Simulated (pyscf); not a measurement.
F–C(F)(F)–SiH₂• (SMILES FC(F)(F)[SiH2]) + H₂ (SMILES [H][H]) → F–C(F)(F)–SiH₃ (SMILES FC(F)(F)[SiH3]) + H• (SMILES [H]) (hydrogen abstraction; doublet surface; H–H broken, H–Si formed). PySCF, gas phase, ωB97X-D3(BJ)/def2-SVP geometries. Energies in kJ/mol from the separated reactants.

```tsv
level	barrier	reaction energy
ωB97X-D3(BJ)/def2-TZVP	63.9	+40.4
PBE/def2-TZVP	56.9	+54.4
r²SCAN/def2-TZVP	58.9	+60.1
PBE0-D3(BJ)/def2-TZVP	57.9	+47.6
M06-2X/def2-TZVP	?	?
HF/def2-TZVP	?	+24.5
```

### Question
Complete the blanks.

### Answer

- M06-2X/def2-TZVP, barrier: 82.4
- M06-2X/def2-TZVP, reaction energy: +55.8
- HF/def2-TZVP, barrier: 84.8

At r²SCAN this geometry lies under the product side: in single points on another level's saddle the reverse barrier vanishes, and the forward threshold there is about the reaction energy. One saddle was located; it need not be the lowest between these sides. The angle at the transferred H is 177°.
